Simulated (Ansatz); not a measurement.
**C2H8N2: small, medium and large basis sets**

An exercise on one series of results from a longer session: the logs are not shown, and one member is left open.

Method: one geometry, several basis sets; program: Ansatz 0.2.0, Gaussian basis.

Plan: PBE0-D4/def2-SVP; ωB97M-V/def2-SVP; PBE0-D4/def2-QZVPP; ωB97M-V/def2-QZVPP; the functionals' def2-TZVPP values are taken from earlier runs.

## Structure used throughout

An earlier PBE0-D4 in a triple-zeta def2 set relaxation fixed the geometry.

SMILES `CCNN`, 12 atoms, charge 0, spin multiplicity 1.

Atoms are counted from 1 here; the program's logs count them from 0.

Bond lengths: C1–C2 1.521 Å, C1–H5 1.092 Å, C1–H6 1.093 Å, C1–H7 1.095 Å, C2–N3 1.450 Å, C2–H8 1.093 Å, C2–H9 1.095 Å, N3–N4 1.412 Å, N3–H10 1.016 Å, N4–H11 1.015 Å, N4–H12 1.010 Å. Angles: C2–C1–H5 110.9°, C2–C1–H6 111.0°, C2–C1–H7 111.1°, H5–C1–H6 107.6°, H5–C1–H7 108.4°, H6–C1–H7 107.6°, C1–C2–N3 115.6°, C1–C2–H8 109.9°, C1–C2–H9 110.0°, N3–C2–H8 107.1°, N3–C2–H9 106.8°, H8–C2–H9 107.2°, C2–N3–N4 111.5°, C2–N3–H10 109.7°, N4–N3–H10 111.5°, N3–N4–H11 112.9°, N3–N4–H12 108.5°, H11–N4–H12 108.5°.

Set-up of the first run:

The input, in.yaml:

```yaml
crystal:
  periodic: [false, false, false]
  atoms:
    - {symbol: C, position_ang: [-0.838411, 1.095500, -0.159737]}
    - {symbol: C, position_ang: [-0.094687, 0.248416, 0.861840]}
    - {symbol: N, position_ang: [0.948046, -0.605562, 0.327930]}
    - {symbol: N, position_ang: [0.427208, -1.554571, -0.578718]}
    - {symbol: H, position_ang: [-1.346365, 0.465346, -0.893476]}
    - {symbol: H, position_ang: [-1.597178, 1.715828, 0.324308]}
    - {symbol: H, position_ang: [-0.153655, 1.763758, -0.692160]}
    - {symbol: H, position_ang: [-0.799220, -0.398227, 1.391545]}
    - {symbol: H, position_ang: [0.377855, 0.893431, 1.610303]}
    - {symbol: H, position_ang: [1.669829, -0.035296, -0.103483]}
    - {symbol: H, position_ang: [0.392533, -1.211835, -1.533911]}
    - {symbol: H, position_ang: [1.014054, -2.376788, -0.554452]}
basis:
  gaussian: {orbitals: def2-SVP}
hamiltonian: {xc: pbe0, dispersion: d4}
output: {orbitals: {seedname: orbitals}}
```

Run with:

```console
ansatz run in.yaml --threads 4 --pin off --events-out ev --progress --plain --max-ram 10444MiB
```

Among the steps run: PBE0-D4 in def2-SVP; ωB97M-V in def2-SVP; PBE0-D4 in def2-QZVPP; ωB97M-V in def2-QZVPP.

One of the session's tables, all rows but one given; the rest of the session is left out.

It belongs to the step «Functionals by basis». 

```
functional       basis  HOMO (eV)  LUMO (eV)
   PBE0-D4    def2-SVP      -6.35       1.68
   PBE0-D4  def2-TZVPP      -6.58       0.97
   PBE0-D4  def2-QZVPP      -6.63       0.56
   ωB97M-V    def2-SVP      -8.74       3.31
   ωB97M-V  def2-TZVPP      -8.98       2.38
   ωB97M-V  def2-QZVPP          ?          ?
```

Q: Estimate the row for ωB97M-V, def2-QZVPP from the others.

The run gave: HOMO (eV): -9.03; LUMO (eV): 1.74. In the column «HOMO (eV)» it is the lowest.
